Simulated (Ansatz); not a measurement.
# Worked example: ideal-gas entropy of C2H3N3 (1H-1,2,4-triazole)

A singlet with charge 0, relaxed at PBE0-D4/def2-TZVP (Ansatz 0.2.0):

```xyz
8

C    -0.5310    1.1030   -0.1647
N     0.7659    0.9555    0.1991
C     0.9024   -0.3489    0.2568
N    -0.2584   -0.9405   -0.0578
N    -1.1938   -0.0214   -0.3324
H    -1.0002    2.0640   -0.3100
H     1.7987   -0.8926    0.5148
H    -0.4835   -1.9192   -0.1058
```

Harmonic wavenumbers in cm⁻¹: 583, 691, 710, 866, 918, 965, 1002, 1106, 1161, 1209, 1286, 1347, 1415, 1490, 1576, 3269, 3275, 3679.

Masses in u: C 12.011, N 14.007, H 1.008. Take T = 298.15 K, p = 1 bar, R = 8.3145 J/(mol K), kT/hc = 207.22 cm⁻¹, rigid rotor and harmonic oscillator.

Problem. Compute the standard molar entropy.

Solution. 
1. Translation (Sackur–Tetrode): S = R[3/2 ln M + 5/2 ln T − 1.1517] with M = 69.067 gives 161.7 J/(mol K).
2. Rotation: principal moments 48.606, 50.546, 99.152 u Å² give A, B, C = 0.3468, 0.3335, 0.17 cm⁻¹; the symmetry number is σ = 1; q = (√π/σ)√((kT/hc)³/ABC) = 37706; S = R(ln q + 3/2) = 100.1.
3. Vibration: with u = ν̃/207.22, each mode gives R[u/(eᵘ − 1) − ln(1 − e⁻ᵘ)]; the sum is 7.6, most from 583 cm⁻¹ (2.0), 691 cm⁻¹ (1.3), 710 cm⁻¹ (1.2).
4. Electronic: R ln 1 = 0.0, from the spin multiplicity alone.
5. Sum: 161.7 + 100.1 + 7.6 + 0.0 = 269.4 J/(mol K).

No measured value is set beside it here.
